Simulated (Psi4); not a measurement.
# One shape, several levels: triplet SO2F2

Wanted: a comparison of 4 runs (U-wB97X/6-311+G**, UBHLYP/6-311+G**, UCAM-B3LYP/6-311+G**, UM06-2X/6-311+G**) of triplet SO2F2. 

Program for the calculation: Psi4 1.11.

## Step 1: The system as given

SO2F2 has 5 atoms, charge 0, and is taken as a triplet. SMILES of the parent species: `O=S(=O)(F)F`. Geometry: relaxed at PBE0-D4/def2-TZVP. That shape belongs to the parent species and isn't relaxed for this state.

Bond lengths: O1–S2 1.404 Å, S2–O3 1.404 Å, S2–F4 1.539 Å, S2–F5 1.539 Å. Angles: O1–S2–O3 124.9°, O1–S2–F4 108.1°, O1–S2–F5 108.1°, O3–S2–F4 108.1°, O3–S2–F5 108.1°, F4–S2–F5 95.6°.

## Step 2: The energy at U-wB97X/6-311+G(d,p) (run 1)

input.json reads:

```json
{
 "schema_name": "qcschema_input",
 "schema_version": 1,
 "molecule": {
  "schema_name": "qcschema_molecule",
  "schema_version": 2,
  "symbols": ["O", "S", "O", "F", "F"],
  "geometry": [-0.73359168, -0.28553762, 2.68662363, 0.13398158, -0.18311446, 0.18122474, 2.13463463, -1.62932186, -0.79122833, -2.15598854, -0.50569071, -1.58245666, 0.620964, 2.60366465, -0.49397441],
  "molecular_charge": 0,
  "molecular_multiplicity": 3,
  "fix_symmetry": "c1"
 },
 "driver": "energy",
 "model": {
  "method": "wb97x",
  "basis": "6-311+G**"
 },
 "keywords": {
  "reference": "uks",
  "puream": true,
  "e_convergence": 1e-09,
  "d_convergence": 1e-08,
  "scf_type": "pk",
  "dft_radial_points": 99,
  "dft_spherical_points": 590,
  "maxiter": 200,
  "scf_properties": ["WIBERG_LOWDIN_INDICES", "LOWDIN_CHARGES", "MULLIKEN_CHARGES"]
 }
}
```

Command:

```
$ psi4 --qcschema input.json -n 1 --memory 1600MB
```

stdout:

```text
[...]
                   'protocols': {'error_correction': {'default_policy': True, 'policies': None},
                                 'native_files': 'none',
[...]
  Running in c1 symmetry.
[...]
  Nuclear repulsion =  291.836081374620960
[...]
  Multiplicity = 3
[...]
  Nalpha       = 26
  Nbeta        = 24
[...]
    Number of basis functions: 118
[...]
   @UKS iter   1:  -747.76067301679268    9.72649e-01   6.61256e-03 DIIS/ADIIS
[...]
   @UKS iter  19:  -747.97014224364443   -7.38964e-12   8.76631e-09 DIIS
[...]
   @S^2 Observed:                2.015752995E+00
[...]
  @UKS Final Energy:  -747.97014224364443
   => Energetics <=
    Nuclear Repulsion Energy =            291.8360813746209601
    One-Electron Energy =               -1611.8541269728880252
    Two-Electron Energy =                 619.4324991486769250
    DFT Exchange-Correlation Energy =     -47.3845957940543769
    Empirical Dispersion Energy =           0.0000000000000000
    VV10 Nonlocal Energy =                  0.0000000000000000
    Total Energy =                       -747.9701422436444318
[...]
 Multipole Moments:
 ------------------------------------------------------------------------------------
     Multipole            Electronic (a.u.)      Nuclear  (a.u.)        Total (a.u.)
 ------------------------------------------------------------------------------------
 L = 1.  Multiply by 2.5417464519 to convert [e a0] to [Debye]
 Dipole X            :         -0.7281274            0.7479968            0.0198694
 Dipole Y            :          0.9944728           -1.0223140           -0.0278412
 Dipole Z            :         -0.9844228            1.0118444            0.0274216
 Magnitude           :                                                    0.0438391
[...]
```

The result, in JSON:

```text
{
 "driver": "energy",
 "model": {
  "method": "wb97x",
  "basis": "6-311+G**"
 },
 "success": true,
 "return_result": -747.9701422436444,
 "properties": {
  "calcinfo_nbasis": 118,
  "calcinfo_nmo": 118,
  "calcinfo_nalpha": 26,
  "calcinfo_nbeta": 24,
  "calcinfo_natom": 5,
  "nuclear_repulsion_energy": 291.83608137462096,
  "return_energy": -747.9701422436444,
  "scf_one_electron_energy": -1611.854126972888,
  "scf_two_electron_energy": 619.4324991486769,
  "scf_xc_energy": -47.38459579405438,
  "scf_dipole_moment": [0.01986943069787972, -0.02784115686276667, 0.027421567334153796],
  "scf_total_energy": -747.9701422436444,
  "scf_iterations": 19
 }
}
```

Wall time 37 s (1 thread of AMD EPYC 9R45 (Zen 5), shared host); peak memory 0.88 GiB.

## Step 3: Energy and forces at UBHLYP/6-311+G(d,p) (run 2)

calc.py reads:

```python
import psi4

psi4.set_memory(1600000000)
psi4.set_num_threads(1)
psi4.core.set_output_file('output.dat', False)

geom = psi4.geometry("""
0 3
O     -0.73359168    -0.28553762     2.68662363
S      0.13398158    -0.18311446     0.18122474
O      2.13463463    -1.62932186    -0.79122833
F     -2.15598854    -0.50569071    -1.58245666
F      0.62096400     2.60366465    -0.49397441
units au
symmetry c1
""")

options = {'reference': 'uks', 'puream': True, 'e_convergence': 1e-09, 'd_convergence': 1e-08, 'scf_type': 'pk', 'dft_radial_points': 99, 'dft_spherical_points': 590, 'maxiter': 200}
psi4.set_options(options)

energy_value, wavefunction = psi4.gradient('bhhlyp/6-311+G**', return_wfn=True)
psi4.oeprop(wavefunction, 'MULLIKEN_CHARGES', 'MAYER_INDICES', 'DIPOLE')
print('gradient / Eh bohr^-1')
print(energy_value.np.round(6))
print(f'energy = {wavefunction.energy():.10f} Eh')
```

Command:

```
$ python calc.py
```

output.dat:

```text
[...]
  Running in c1 symmetry.
[...]
  Nuclear repulsion =  291.836081374620960
[...]
  Multiplicity = 3
[...]
  Nalpha       = 26
  Nbeta        = 24
[...]
    Number of basis functions: 118
[...]
   @UKS iter   1:  -747.70952751632467    9.48241e-01   6.14556e-03 DIIS/ADIIS
[...]
   @UKS iter  21:  -747.89237212183536   -1.79625e-11   9.23700e-09 DIIS
[...]
   @S^2 Observed:                2.027964055E+00
[...]
  @UKS Final Energy:  -747.89237212183536
   => Energetics <=
    Nuclear Repulsion Energy =            291.8360813746209601
    One-Electron Energy =               -1611.4435357464330991
    Two-Electron Energy =                 604.6819243999448190
    DFT Exchange-Correlation Energy =     -32.9668421499681230
    Empirical Dispersion Energy =           0.0000000000000000
    VV10 Nonlocal Energy =                  0.0000000000000000
    Total Energy =                       -747.8923721218353649
[...]
  -Total Gradient:
     Atom            X                  Y                   Z
    ------   -----------------  -----------------  -----------------
       1        0.049685096450     0.010675582565    -0.156944507914
       2        0.015793079766    -0.021837704666     0.021648267023
       3       -0.124937538200     0.092466330174     0.054861496416
       4        0.068565210439     0.002880558072     0.055420893369
       5       -0.009095213274    -0.084198870726     0.025025903319
[...]
```

The script printed:

```text
Memory set to   1.490 GiB by Python driver.
  Threads set to 1 by Python driver.
gradient / Eh bohr^-1
[[ 0.049685  0.010676 -0.156945]
 [ 0.015793 -0.021838  0.021648]
 [-0.124938  0.092466  0.054861]
 [ 0.068565  0.002881  0.055421]
 [-0.009095 -0.084199  0.025026]]
energy = -747.8923721218 Eh
```

Wall time 35 s (1 thread of AMD EPYC 9R45 (Zen 5), shared host); peak memory 0.7 GiB.

## Step 4: Energy and forces at UCAM-B3LYP/6-311+G(d,p) (run 3)

input.dat reads:

```
memory 1600 MB

molecule {
  0 3
  O     -0.388200    -0.151100     1.421700
  S      0.070900    -0.096900     0.095900
  O      1.129600    -0.862200    -0.418700
  F     -1.140900    -0.267600    -0.837400
  F      0.328600     1.377800    -0.261400
  symmetry c1
  no_reorient
  no_com
}

set {
  basis 6-311+G**
  reference uks
  puream true
  e_convergence 1e-09
  d_convergence 1e-08
  scf_type pk
  dft_radial_points 99
  dft_spherical_points 590
  maxiter 200
}

e_tot, wfn = gradient('cam-b3lyp', return_wfn=True)
```

Command:

```
$ psi4 input.dat output.dat -n 1
```

output.dat:

```text
[...]
  Running in c1 symmetry.
[...]
  Nuclear repulsion =  291.836081150759412
[...]
  Multiplicity = 3
[...]
  Nalpha       = 26
  Nbeta        = 24
[...]
    Number of basis functions: 118
[...]
   @UKS iter   1:  -747.76950032132299    1.00041e+00   6.90045e-03 DIIS/ADIIS
[...]
   @UKS iter  19:  -747.98839628573342   -1.02318e-12   3.51782e-09 DIIS
[...]
   @S^2 Observed:                2.014642327E+00
[...]
  @UKS Final Energy:  -747.98839628573342
   => Energetics <=
    Nuclear Repulsion Energy =            291.8360811507594121
    One-Electron Energy =               -1611.5823896310746477
    Two-Electron Energy =                 619.8965721305962688
    DFT Exchange-Correlation Energy =     -48.1386599360143563
    Empirical Dispersion Energy =           0.0000000000000000
    VV10 Nonlocal Energy =                  0.0000000000000000
    Total Energy =                       -747.9883962857334154
[...]
  -Total Gradient:
     Atom            X                  Y                   Z
    ------   -----------------  -----------------  -----------------
       1        0.048297365567     0.014660563291    -0.164936621997
       2        0.013526229880    -0.018603906063     0.018387497350
       3       -0.131194595795     0.098752278201     0.052716123955
       4        0.084069264976     0.007892599908     0.066271461205
       5       -0.014681982743    -0.102723112582     0.027579934840
[...]
```

Run time: 50 s. Hardware: 1 thread of AMD EPYC 9R45 (Zen 5), shared host; peak memory 0.88 GiB.

## Step 5: A single-point energy at UM06-2X/6-311+G(d,p) (run 4)

input.inp reads:

```
memory 1.6 GB

molecule geom {
  0 3
  O     -0.73359168    -0.28553762     2.68662363
  S      0.13398158    -0.18311446     0.18122474
  O      2.13463463    -1.62932186    -0.79122833
  F     -2.15598854    -0.50569071    -1.58245666
  F      0.62096400     2.60366465    -0.49397441
  units bohr
  symmetry c1
}

set {
  reference uks
  puream true
  e_convergence 1e-09
  d_convergence 1e-08
  scf_type pk
  dft_radial_points 99
  dft_spherical_points 590
  maxiter 200
}

e_tot, wfn = energy("m06-2x/6-311+G**", return_wfn=True)
```

Command:

```
$ psi4 -n 1 input.inp input.out
```

input.out:

```text
[...]
  Running in c1 symmetry.
[...]
  Nuclear repulsion =  291.836081374620960
[...]
  Multiplicity = 3
[...]
  Nalpha       = 26
  Nbeta        = 24
[...]
    Number of basis functions: 118
[...]
   @UKS iter   1:  -747.72727773877887    9.78947e-01   6.00270e-03 ADIIS/DIIS
[...]
   @UKS iter  18:  -747.90535352202210   -9.09495e-12   9.09127e-09 DIIS
[...]
   @S^2 Observed:                2.016278225E+00
[...]
  @UKS Final Energy:  -747.90535352202210
   => Energetics <=
    Nuclear Repulsion Energy =            291.8360813746209601
    One-Electron Energy =               -1611.5804889152038868
    Two-Electron Energy =                 602.3464999181403527
    DFT Exchange-Correlation Energy =     -30.5074458995795261
    Empirical Dispersion Energy =           0.0000000000000000
    VV10 Nonlocal Energy =                  0.0000000000000000
    Total Energy =                       -747.9053535220220965
[...]
 Multipole Moments:
 ------------------------------------------------------------------------------------
     Multipole            Electronic (a.u.)      Nuclear  (a.u.)        Total (a.u.)
 ------------------------------------------------------------------------------------
 L = 1.  Multiply by 2.5417464519 to convert [e a0] to [Debye]
 Dipole X            :         -0.7416463            0.7479968            0.0063506
 Dipole Y            :          1.0129817           -1.0223140           -0.0093323
 Dipole Z            :         -1.0027009            1.0118444            0.0091435
 Magnitude           :                                                    0.0145267
[...]
```

It took 61 s on 1 thread of AMD EPYC 9R45 (Zen 5), shared host; peak memory 0.7 GiB.

## Step 6: The series

```csv
run,level,task,energy (Eh),dipole moment (D),HOMO energy (eV),⟨S²⟩,wall time
1,U-wB97X/6-311+G**,energy,-747.970142,0.11,-5.20,2.016,37 s
2,UBHLYP/6-311+G**,gradient,-747.892372,0.07,-4.09,2.028,35 s
3,UCAM-B3LYP/6-311+G**,gradient,-747.988396,0.13,-4.51,2.015,50 s
4,UM06-2X/6-311+G**,energy,-747.905354,0.04,-4.07,2.016,61 s
```

## Step 7: Results

| quantity | value |
| --- | --- |
| run 4: total energy | -747.90535 Eh |
| run 4: dipole moment | 0.04 D |
| run 4: HOMO energy (highest over α and β) | -4.07 eV |
| run 4: ⟨S²⟩ | 2.016 |

What this shows: The dipole moment (its size) runs from 0.04 D (UM06-2X/6-311+G**) to 0.13 D (UCAM-B3LYP/6-311+G**). Totals of different functionals can't be ranked against each other. All runs together took 3 min, the longest 61 s.
